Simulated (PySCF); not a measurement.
Computed and published core binding energies of `FP(F)F`

What was measured (core binding energies): F 1s of F1/F3/F4 694.09 eV [1]; P 1s of P2 2156.18 eV [2]; P 1s of P2 2156.40 eV [4]; P 1s of P2 2156.40 eV [5]. Sources and the comparison follow the method.

Species: PF3.
Bonds: F1–P2, P2–F3, P2–F4.

Level of theory: delta-SCF UKS SCAN, pcX-3 on the ionised atom, pcseg-2 elsewhere, spin-free X2C in PySCF. These are vertical core ionisation energies against the vacuum level, from separate self-consistent calculations with and without the core hole.

```json
{"atom": "F1/F3/F4", "environment": "phosphorus-bound fluorine", "level": "F 1s", "this calculation (eV)": "693.99", "reference (eV)": "694.09", "difference (eV)": "-0.10", "source": "[1]"}
{"atom": "P2", "environment": "three-coordinate phosphorus", "level": "P 1s", "this calculation (eV)": "2155.83", "reference (eV)": "2156.18", "difference (eV)": "-0.35", "source": "[2]"}
{"atom": "P2", "environment": "three-coordinate phosphorus", "level": "P 1s", "this calculation (eV)": "2155.83", "reference (eV)": "2156.30", "difference (eV)": "-0.47", "source": "[3]"}
{"atom": "P2", "environment": "three-coordinate phosphorus", "level": "P 1s", "this calculation (eV)": "2155.83", "reference (eV)": "2156.40", "difference (eV)": "-0.57", "source": "[4]"}
{"atom": "P2", "environment": "three-coordinate phosphorus", "level": "P 1s", "this calculation (eV)": "2155.83", "reference (eV)": "2156.40", "difference (eV)": "-0.57", "source": "[5]"}
{"atom": "P2", "environment": "three-coordinate phosphorus", "level": "P 1s", "this calculation (eV)": "2155.83", "reference (eV)": "2156.63", "difference (eV)": "-0.80", "source": "[6]"}
```

[1] measured, gas; Beach, A photoelectron spectroscopic study of bonding in inorganic and organometallic compounds, PhD thesis, LBL 1985
[2] measured, gas; Besley, J. Chem. Theory Comput. 2021, 17, 3644 (DFT calculations of core-electron binding energies at the K-edge of heavier elements)
[3] computed, SFX2C-1e-ΔCCSD(T)/cc-pCVTZ-unc*+ΔHLR, gas; Zheng, Zhang, Jin, Southworth, Cheng, Phys. Chem. Chem. Phys. 2022, 24, 13587
[4] measured, gas; Cunha, Hait, Kang, Mao, Head-Gordon, J. Phys. Chem. Lett. 2022, 13, 3438 (arXiv:2111.08405)
[5] measured, gas; Zheng, Zhang, Jin, Southworth, Cheng, Phys. Chem. Chem. Phys. 2022, 24, 13587
[6] computed, ΔMP2, cc-pCVQZ:cc-pVQZ, with the paper's relativistic correction, gas; Besley, J. Chem. Theory Comput. 2021, 17, 3644 (DFT calculations of core-electron binding energies at the K-edge of heavier elements)

Q: How well does this level of theory reproduce the measurements here?

A: Over the 3 different measured values (2 distinct lines) the mean signed difference is -0.34 eV, the mean unsigned one 0.34 eV and the largest 0.57 eV; the computed references in the table aren't counted. The calculation is vertical and has no vibrational structure, and measured positions depend on the energy calibration.

Atoms equivalent by their bonding share one computed value, that of the first of them. Not every level is listed. Geometry: PBE0-D3(BJ)/def2-TZVP; no solvent, vibrations or thermal averaging.
